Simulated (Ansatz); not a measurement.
**SiHO+ (triplet): the correlation ladder, 6-31G**

How much of the correlation energy of SiHO+ (triplet) does each wave-function method recover here?

Method: 6-31G, core rule «outside noble gas», up to 6 orbitals frozen; program: Ansatz 0.2.0, Gaussian basis.

Plan: UHF; CCSD(T) on ROHF; CCSD(T) on UHF; BCCD(T) on ROHF; CISD; CCSDT(Q) on ROHF; CCSDT(Q) on UHF; CCSDTQ on ROHF; CCSDTQ on UHF; CASSCF and MRCISD+Q, 10 electrons in 9 orbitals; CASSCF and NEVPT2, 10 electrons in 9 orbitals; Full CI.

6 further runs of the same task are left out: 2 for a known fault of the program, 4 set aside as unsound or not needed.

## 1. The system

The geometry is a PBE0/def2-TZVP stationary point (not a proven minimum) of the parent state, kept for this charge and spin.

3 atoms, charge 1, spin multiplicity 3.

Atoms are counted from 1 here; the program's logs count them from 0.

Bond lengths: Si1–O2 1.650 Å, O2–H3 0.962 Å. Angles: Si1–O2–H3 118.7°.

## 2. UHF

File in.yaml:

```yaml
crystal:
  periodic: [false, false, false]
  atoms:
    - {symbol: Si, position_ang: [0.000000, 0.030957, 0.632254]}
    - {symbol: O, position_ang: [0.000000, -0.098798, -1.012863]}
    - {symbol: H, position_ang: [0.000000, 0.705682, -1.539731]}
basis:
  gaussian: {orbitals: 6-31G}
total_charge: 1
magnetization: {spin_polarized: true, initial_magnetization: 2}
hamiltonian: {xc: hf}
output: {orbitals: {seedname: orbitals}}
```

Run with:

```sh
> ansatz run in.yaml --threads 1 --pin off --events-out ev --progress --plain --max-ram 2560MiB --backend cpu
```

The runs that follow: CCSD(T) on ROHF; CCSD(T) on UHF; BCCD(T) on ROHF; CISD; CCSDT(Q) on ROHF; CCSDT(Q) on UHF; CCSDTQ on ROHF; CCSDTQ on UHF; CASSCF and MRCISD+Q, 10 electrons in 9 orbitals; CASSCF and NEVPT2, 10 electrons in 9 orbitals; Full CI.

Before running them: what should the planned runs give, taken together? Wanted: FCI below the RHF energy; RMP2 from FCI; UMP2 from FCI; RCCSD from FCI; RCCSD(T) from FCI; UCCSD(T) from FCI; RCCSDT(Q) from FCI; UCCSDT(Q) from FCI; NEVPT2 valence from FCI.

**Answer**, as computed:

| quantity | value |
| --- | --- |
| FCI below the RHF energy | -4.5005 eV |
| RMP2 from FCI | +345.7 meV |
| UMP2 from FCI | +350.0 meV |
| RCCSD from FCI | +161.8 meV |
| RCCSD(T) from FCI | +35.8 meV |
| UCCSD(T) from FCI | +37.5 meV |
| RCCSDT(Q) from FCI | 0.0 meV |
| UCCSDT(Q) from FCI | -6.8 meV |
| NEVPT2 valence from FCI | +414.5 meV |
| MRCISD+Q valence from FCI | +73.4 meV |
| levels within 1 kcal/mol (43 meV) | RCCSD(T), UCCSD(T), BCCD(T), RCCSDT, UCCSDT, RCCSDT(Q), UCCSDT(Q), RCCSDTQ, UCCSDTQ |
| T1 diagnostic | 0.042 |
| effectively unpaired electrons | 2.05 |

What this shows: RCCSD(T) misses by +35.8 meV, 0.8 % of the correlation energy. UCCSDT(Q) falls below full CI: unrestricted runs freeze a spin-polarised core, another one than full CI's, and coupled cluster isn't variational. The occupations are near whole numbers, but T1 = 0.042 shows that the orbitals relax strongly. Of the multireference levels listed MRCISD+Q valence comes nearest in total energy (+73.4 meV), which doesn't show that its space is the better one. These misses are within one basis, not against nature; the frozen cores of restricted and unrestricted runs differ, which can shift their rows.
